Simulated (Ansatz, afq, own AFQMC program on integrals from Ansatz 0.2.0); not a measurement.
## Atomization energy of BNH4, singlet

```yaml
atoms:
  - { symbol: B, position_ang: [0.0000, 0.0000, 0.7672] }
  - { symbol: N, position_ang: [0.0000, 0.0000, -0.6178] }
  - { symbol: H, position_ang: [0.0000, 1.0469, 1.3476] }
  - { symbol: H, position_ang: [0.0000, -1.0469, 1.3476] }
  - { symbol: H, position_ang: [0.0000, 0.8414, -1.1691] }
  - { symbol: H, position_ang: [0.0000, -0.8414, -1.1691] }
```

Connectivity, by distances: BH2–NH2.

Atoms in their ground-state spins without spin–orbit coupling (mostly on UHF) minus the molecule (RHF), without zero-point energy. The geometry is a stationary point, not shown to be a minimum.

Basis cc-pVDZ. Only valence electrons are correlated. Ansatz 0.2.0 and our own AFQMC program on the same integrals; the CISD trial comes from CCSD amplitudes, and released means the phaseless constraint is let go. Uncertainties: one standard error, sampling alone. The errors of all members are added in quadrature.

No full CI on the walks' own integrals is used here; CCSDT(Q) serves as the reference and is uncertain by about the last step of the cluster series. Each member takes its own surest rung, up to full CI.

The best estimate is CCSD(T) at the basis-set limit (CBS: def2-TZVPP and def2-QZVPP, with their diffuse functions for anions and beside diffuse sets, CCSD(T) itself extrapolated) plus the step from CCSD(T) to CCSDT(Q) in cc-pVDZ. Rows without CBS are in cc-pVDZ, the functionals in def2-TZVP; B2PLYP and the wave-function rows carry a basis error of their own. Core correlation and relativity beyond core potentials are missing, and ± holds the sampling alone.

Cautions: other spins of the molecule weren't checked.

```csv
level,atomization energy (kJ/mol)
PBE0,2092.0
wB97M-V,2110.9
B3LYP,2113.7
```

Question: From these cheaper values, estimate the atomization energy at the level of the best estimate.

Answer: 2093.5 kJ/mol (best estimate, highest rung CCSDT(Q)).

| level | atomization energy (kJ/mol) | error against the best estimate (kJ/mol) |
| --- | --- | --- |
| HF | 1525.7 | -567.9 |
| MP2 | 1939.4 | -154.1 |
| CCSD | 1913.1 | -180.5 |
| CCSD(T) | 1928.2 | -165.3 |
| ph-AFQMC/CISD | 1930.9 ± 1.3 | -162.6 ± 1.3 |
| released AFQMC | 1930.2 ± 1.9 | -163.3 ± 1.9 |
| HF/CBS | 1566.8 | -526.8 |
| MP2/CBS | 2109.0 | 15.4 |
| CCSD(T)/CBS | 2092.1 | -1.5 |
| PBE | 2123.4 | 29.8 |
| r2SCAN | 2093.6 | 0.0 |
| B2PLYP | 2084.1 | -9.4 |
| surest rungs in cc-pVDZ | 1929.7 | -163.8 |

Correlation beyond CCSD(T) adds 1.5 kJ/mol. Going to the basis-set limit adds 163.8 kJ/mol at CCSD(T). The perturbative (T) step is worth +15.2 kJ/mol. The functionals spread over 39.2 kJ/mol; r2SCAN and PBE0 come nearest and PBE is 29.8 kJ/mol too high.

Best estimates are given only where the step beyond CCSD(T) is under 0.3 eV and no member's determinant is very poor (T1 over 0.05, or 0.07 for open shells, ⟨S²⟩ too high by 0.3, two states mixed), so the hardest cases are missing from such tables.

The functionals ran in a triple-zeta set and keep a basis error of their own, a few kJ/mol for each bond in atomization energies and more for double hybrids, so close places among them and the extrapolated levels can swap.

Each member of a difference takes its own highest rung, so a best estimate needn't equal the limit plus the step of one row. A walk keeps the symmetry of its determinant, which the program's search chose and which needn't be the lowest solution, so a lower state of the same spin and another symmetry isn't excluded. Released energies are given only where the last usable release times agree within the noise; a slower fall can still hide under it.
